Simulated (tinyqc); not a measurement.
Worked calculation: RKS/PBE in the sto-3g basis, for H2O, spin multiplicity 1. One step of it, computed by the program tinyqc.

Problem. Orthogonalisation. S = U s U^T; canonical form X = U s^(-1/2), so that X^T S X = 1. Each column of U has its largest component positive (the first on a tie).

overlap S, lower triangle:
```
           1O 1s     1O 2s    1O 2px     1O 2py    1O 2pz     2H 1s     3H 1s
1O 1s   1.000000
1O 2s   0.236704  1.000000
1O 2px  0.000000  0.000000  1.000000
1O 2py  0.000000  0.000000  0.000000   1.000000
1O 2pz  0.000000  0.000000  0.000000   0.000000  1.000000
2H 1s   0.040040  0.396427  0.000000   0.288461  0.193484  1.000000
3H 1s   0.040040  0.396427  0.000000  -0.288461  0.193484  0.164602  1.000000
```

Give: eigenvalues of S; X.

Solution.

eigenvalues of S: 0.4247  0.5015  0.8928  1.0000  1.0898  1.3339  1.7572

X:
```
              1        2        3       4        5        6       7
1O 1s   -0.3451   0.0000   0.7363  0.0000  -0.6108   0.0000  0.1828
1O 2s    1.0653   0.0000  -0.2715  0.0000  -0.2827   0.0000  0.4558
1O 2px   0.0000   0.0000   0.0000  1.0000   0.0000   0.0000  0.0000
1O 2py   0.0000   0.8943   0.0000  0.0000   0.0000   0.6701  0.0000
1O 2pz   0.4506   0.0000   0.6611  0.0000   0.6475   0.0000  0.1946
2H 1s   -0.6699  -0.7727  -0.1831  0.0000   0.1503   0.3878  0.3808
3H 1s   -0.6699   0.7727  -0.1831  0.0000   0.1503  -0.3878  0.3808
```
